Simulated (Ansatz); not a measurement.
# Voigt–Reuss–Hill shear modulus of rock-salt HfC at several levels of theory

No measured value is used here.

```csv
level (code),value (GPa),cell (Å³/atom)
LDA (Ansatz),197,11.95
PBE (Ansatz),?,12.58
r²SCAN (Ansatz),195,12.49
HSE06 (Ansatz),204,12.50
```

Fill in the missing entries.


- PBE (Ansatz, an electronic-structure program), value (GPa): 181

Density-functional levels without +SOC have no spin–orbit coupling. HSE06: hybrids on metals are sensitive to the k mesh. Each level is taken at its own relaxed cell. Cutoffs and k meshes differ between the levels. Ansatz's density-functional and Hartree–Fock values are scalar-relativistic unless marked +SOC, with PAW data made under PBE.
